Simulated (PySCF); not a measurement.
# H4P: the cost of one run

Computed with PySCF 2.14.0, with density-fitted response routines of our own, on a single molecule in the gas phase. Atoms count from 0, in the outputs and in this text.

### 1 Starting geometry

5 atoms, charge 1, multiplicity 1; geometry from: GFN2-xTB. The atoms were then displaced at random by about 0.01 Å, so the start is not that level's minimum.

Bonds of the start (Å): P0–H1 1.38, P0–H2 1.34, P0–H3 1.39, P0–H4 1.37.

### 2 Relaxing the molecule at PBE0-D3(BJ)/def2-SVP

What the job is given:

```
{"job": {"xc": "PBE0", "basis": "def2-SVP", "d3": "d3bj", "grid": 1, "shake": 0.01, "kind": "geom"}, "charge": 1, "multiplicity": 1}
P      0.022310    -0.024790     0.000510
H     -0.741620    -0.866860    -0.780970
H      0.315290    -0.619290     1.169690
H     -0.708240     1.128830     0.257850
H      1.145840     0.348140    -0.684960
```

Command:

```sh
$ OMP_NUM_THREADS=1 python probes_run.py task.json out
```

One launch serves the whole session: the jobs run in the order shown.

**Question.** How long does this first job take on 1 thread of Arm Neoverse V1, shared host, and how much memory does it need?

About 1.5 s, with a peak of 0.25 GiB.
